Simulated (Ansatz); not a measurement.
# One arrangement of a pair

The pair of H3O⁺ (SMILES [OH3+], atoms 1–4) and N2 (SMILES N#N, atoms 5–6), both closed shells, in one local arrangement (a lower one may exist), relaxed at PBE0-D4/def2-TZVP:

O1  (-0.158, 0.192, -1.077)
H2  (-0.035, 0.077, -0.070)
H3  (-0.833, -0.394, -1.463)
H4  (0.674, 0.176, -1.583)
N5  (0.226, -0.043, 2.637)
N6  (0.126, -0.007, 1.555)
(Å)

Ansatz 0.2.0; basis: def2-TZVPPD, with def2-QZVPPD for the basis limit; cores frozen in the correlated methods. B3LYP uses VWN-RPA correlation. Extrapolation: Hartree–Fock as exp(−7.88 √X), correlation as X^−2.97. Interaction energies count from these two fragments, frozen as in the pair, with the counterpoise correction; negative means bound.

Task: What is the interaction energy by CCSD(T) at an estimated basis limit (MP2 extrapolated from triple and quadruple zeta, plus CCSD(T) − MP2 in triple zeta)? (Judge from chemistry; the value comes from the calculation.)

Result: The calculation gives: -11.92 kcal/mol. Hartree–Fock alone gives -8.04 kcal/mol at the basis limit. It counts from the two fragments frozen as in the pair.

The same quantity by other methods in triple zeta, and each one's difference from that estimate:
| method | E_int (kcal/mol) | difference |
| --- | --- | --- |
| PBE-D4 | -14.01 | -2.09 |
| revPBE-D4 | -12.96 | -1.04 |
| BLYP-D4 | -13.16 | -1.23 |
| r2SCAN-D4 | -12.71 | -0.79 |
| B97M-V | -12.45 | -0.52 |
| PBE0-D4 | -13.07 | -1.15 |
| B3LYP-D4 | -12.77 | -0.85 |
| HSE06-D4 | -13.07 | -1.15 |
| wB97X-V | -11.98 | -0.06 |
| wB97M-V | -11.79 | 0.14 |
| B2PLYP | -12.06 | -0.14 |
| HF | -8.03 | 3.90 |
| MP2 | -11.80 | 0.12 |
| CCSD | -10.99 | 0.94 |
| CCSD(T) | -11.57 | 0.35 |
Differences are method less estimate.

Task: Which atoms make the shortest contact between the fragments?

Result: H2 and N6, 1.64 Å apart.

Energy to bend the free fragments (PBE0-D4 minima) into their shapes in the pair, CCSD(T)/def2-TZVPPD: H3O⁺ 1.08 kcal/mol; N2 0.10 kcal/mol. This must be added to the interaction energy to get the binding energy from relaxed fragments.

Basis-set superposition shift (counterpoise-corrected less uncorrected): CCSD(T) 0.69; MP2 0.72; HF 0.07; PBE0-D4 0.10; wB97M-V 0.10 kcal/mol.

The T1 diagnostic stays at or below 0.014.

For scale, one of the runs: CCSD(T)/def2-TZVPPD, 165 basis functions, launched by `ansatz run in.yaml --threads 2 --pin off --events-out ev --progress --plain --max-ram 5222MiB`. The run took 9 s on 2 CPU threads of an Arm Neoverse V2 (shared host), with 0.96 GiB of host memory at its peak.
